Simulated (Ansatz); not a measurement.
## Worked example: SiGeH₂⁺ (H-bridged), doublet against SiGeH₂ (H-bridged), singlet

Geometry (PBE0/def2-TZVP stationary point of a singlet), kept for both states (SiGeH2 (H-bridged), singlet: A'; SiGeH2⁺ (H-bridged), doublet: A''):

```xyz
4

Si    0.0000    0.0746    1.5249
Ge    0.0000   -0.0064   -0.6402
H     0.0000   -0.3073    2.9682
H     0.0000   -1.3061    0.6773
```

Basis cc-pVDZ; Ansatz 0.2.0. Correlated methods freeze the noble-gas cores and the filled d shells of p-block atoms. Prefix R: restricted or restricted open-shell reference. No spin–orbit coupling is included, and no scalar relativity.

Full CI isn't at hand for all of this; RCCSDTQ serves as the reference, and is uncertain by about the last step of the cluster series.

```
   level  E(SiGeH2 (H-bridged), singlet) (hartree)  E(SiGeH2⁺ (H-bridged), doublet) (hartree)
RCCSD(T)                              -2365.563742                               -2365.274781
     PBE                              -2367.128135                               -2366.836029
  r2SCAN                              -2367.547915                               -2367.254954
 RCCSDTQ                              -2365.565925                               -2365.276751
```

Q: Give the vertical gap, SiGeH2⁺ (H-bridged) doublet less SiGeH2 (H-bridged) singlet, at each level in eV (1 hartree = 27.2114 eV), and each error against RCCSDTQ.

A: RCCSDTQ: (-2365.276751 − (-2365.565925)) × 27.2114 = 7.869 eV (the reference)
r2SCAN: (-2367.254954 − (-2367.547915)) × 27.2114 = 7.972 eV, error 0.103 eV
PBE: (-2366.836029 − (-2367.128135)) × 27.2114 = 7.949 eV, error 0.080 eV
RCCSD(T): (-2365.274781 − (-2365.563742)) × 27.2114 = 7.863 eV, error -0.006 eV

Total energies of functionals can't be set beside those of wave-function methods, since they hold the core's correlation and their own absolute errors; only the differences compare.

In so small a basis the reference is far from its limit while semilocal and hybrid functionals are nearer theirs, so the functionals' errors here hold much of the reference's basis and frozen-core error, which can add to them or hide them.

Each level lands on the state that its own search finds. T1 diagnostics of restricted CCSD: 0.019 and 0.020.
